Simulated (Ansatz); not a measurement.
# SiH2 (singlet): relaxing a cheap start

Aim: relax a generated start of SiH2 (singlet) and see which bonds hold.

Computed with Ansatz 0.2.0, Gaussian basis. Level: RKS PBE0/def2-SVP.

## Step 1: The system as given

3 atoms, charge 0, spin multiplicity 1.

Atoms are counted from 1 here; the program's logs count them from 0.

Bond lengths: Si1–H2 1.468 Å, Si1–H3 1.469 Å. Angles: H2–Si1–H3 103.6°.

Geometry (Å):

```
Si    0.08823   -1.09092   -0.08611
H    -0.40528   -1.93048    1.01284
H    -0.43510   -1.75356   -1.28865
```

The start is a generated structure. Sticks and bond lists go by distance. 

## Step 2: Relaxation

Contents of in.yaml:

```yaml
crystal:
  periodic: [false, false, false]
  atoms:
    - {symbol: Si, position_ang: [0.088230, -1.090920, -0.086110]}
    - {symbol: H, position_ang: [-0.405280, -1.930480, 1.012840]}
    - {symbol: H, position_ang: [-0.435100, -1.753560, -1.288650]}
basis:
  gaussian: {orbitals: def2-SVP}
hamiltonian: {xc: pbe0}
relax: {f_tol: 0.01, max_steps: 150}
```

On the command line:

```
$ ansatz run in.yaml --threads 1 --pin off --events-out ev --progress --plain --max-ram 24576MiB --backend cuda --devices 0, --max-vram 18GiB
```

Before running it: what results should come out? Wanted: energy gained; shift from the start; total energy; dipole moment.

**Answer**, as computed:

| quantity | value |
| --- | --- |
| steps | 5 |
| energy gained | 0.162 eV |
| shift from the start (rms) | 0.091 Å |
| total energy | -7901.7852 eV |
| dipole moment | 0.36 D |

**Reading.** The bonds of the start are those of the end. Si1–H2 went from 1.468 to 1.534 Å. No vibrations were run, so this is a stationary point, not a proven minimum, and this spin need not be the ground state's.
